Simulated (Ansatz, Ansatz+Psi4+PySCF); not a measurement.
```xyz
2

B     0.0000    0.0000   -0.6837
B     0.0000    0.0000    0.6837
```

Basis set: cc-pVTZ (spherical functions). Correlated methods keep 2 orbitals frozen. Correlation on ROHF uses semicanonical orbitals with singles. Charge 0, multiplicity 3.

Computed with Ansatz (development build ahead of 0.2.0); the reference of a correlated method needn't be the lowest determinant of its kind.

Q: Give the atomization energy at this shape (free ground-state atoms in the same class of orbitals less the molecule, no zero-point energy) of triplet B₂ by ROHF-CCSD(T), UHF-BCCD(T), UHF-CCSD(T).

A:

| method | atomization energy |
| --- | --- |
| ROHF-CCSD(T) | 1.82 eV |
| UHF-BCCD(T) | 1.77 eV |
| UHF-CCSD(T) | 1.76 eV |

Caution: the reference determinant was not shown to be the lowest; the shape is not the minimum. Caution for ROHF-CCSD(T): an unrestricted determinant lies well below; other determinants can give a lower correlated total; the amplitudes may be one of several solutions. Caution for UHF-BCCD(T), UHF-CCSD(T): the unrestricted determinant is spin contaminated. Caution for UHF-CCSD(T): another reference gives a lower total.
